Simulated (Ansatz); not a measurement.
Input and command of a calculation in Ansatz (plane waves; scalar-relativistic PAW potentials unless the input names others):

```yaml
crystal:
  lattice:
    - [1.6006353831, 0.9241272693, 4.3321927645]
    - [-1.6006353831, 0.9241272693, 4.3321927645]
    - [0.0, -1.8482545386, 4.3321927645]
  atoms:
    - { symbol: Si, position: [0.0, 0.0, 0.0] }
    - { symbol: Cl, position: [0.5, 0.5, 0.5] }
basis:
  ecutwfc: 420
kpoints:
  mp_grid: { grid: [24, 24, 24] }
hamiltonian:
  xc: pbe
  hubbard: { sites: [{ species: Cl, l: f, u_eff: 4.0 }] }
scf:
  occupations: { method: gaussian, width: 0.1 }
  max_iter: 100
output:
  forces: true
  eigenvalues: true
  stress: true
```

```bash
ansatz run input.yaml --threads 1 --pin off --max-ram 2560MiB --backend cpu --events-out ev --progress --plain --runs-dir out
```

Q: What is wrong with this input?

A: The program refuses it, because of a U on a shell that isn't there (hamiltonian.hubbard: not typed → {"sites": [{"species": "Cl", "l": "f", "u_eff": 4.0}]}). Without that key it is accepted.

Abridged log:
```
Error: inconsistent input (hamiltonian.hubbard.sites[].l, hamiltonian.hubbard.sites[].shell): the file of Cl doesn't list 4f, and it can't be added: PBE doesn't bind the shell 4f of the free atom, whose level lies at +1.14 eV. Type an atom or ion with it (hamiltonian.pseudopotentials.projection_atoms), take another file or name another shell
```